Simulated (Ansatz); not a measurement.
# GaAs, singlet: reading a ladder of total energies

Geometry: a point of a stretch scan, not a stationary point.

```json
{"atom": "Ga", "x (Å)": "0.0000", "y (Å)": "0.0000", "z (Å)": "0.0000"}
{"atom": "As", "x (Å)": "0.0000", "y (Å)": "0.0000", "z (Å)": "1.9670"}
```

Basis cc-pVDZ; Ansatz 0.2.0. Correlated methods freeze the noble-gas cores and the filled d shells of p-block atoms, which leaves 8 electrons in 26 orbitals. R marks a restricted (for open shells ROHF) determinant. No spin–orbit coupling is included, and no scalar relativity.

Full CI is exact within this basis and frozen core; it isn't the basis-set limit.

RHF is unstable: UHF (⟨S²⟩ = 1.04) lies 1.03 eV below the lowest RHF solution. Higher spins weren't run at this geometry and may lie near or lower.

RCCSD has a T1 diagnostic of 0.030 and a largest doubles amplitude of 0.15.

Runs differ by some tens of microhartree through their thresholds, so steps under 0.03 kcal/mol mean nothing.

```csv
level,total energy (hartree)
RHF,-4157.276932
RMP2,-4157.437310
RCCSD,-4157.452599
RCCSD(T),-4157.463832
RCCSDT,-4157.464714
RCCSDT(Q),-4157.465933
RCCSDTQ,-4157.465756
full CI,-4157.465844
```

Problem. What is the correlation energy at full CI, and what share of it do RMP2 and RCCSD recover?

Solution. E(corr) = -4157.465844 − (-4157.276932) = -0.188912 hartree = -5.141 eV. RMP2: -0.160378 / -0.188912 = 84.90 %. RCCSD: -0.175667 / -0.188912 = 92.99 %.

Problem. By how many kcal/mol does RCCSD(T) miss full CI (1 hartree = 627.509 kcal/mol), and which steps make up the rest?

Solution. -4157.463832 − (-4157.465844) = 0.002012 hartree = 1.26 kcal/mol. Steps: RCCSDT − RCCSD(T) = -0.55, RCCSDT(Q) − RCCSDT = -0.76, RCCSDTQ − RCCSDT(Q) = 0.11, full CI − RCCSDTQ = -0.06 kcal/mol. With more than one leading determinant such errors change with state and geometry, and needn't cancel in differences.
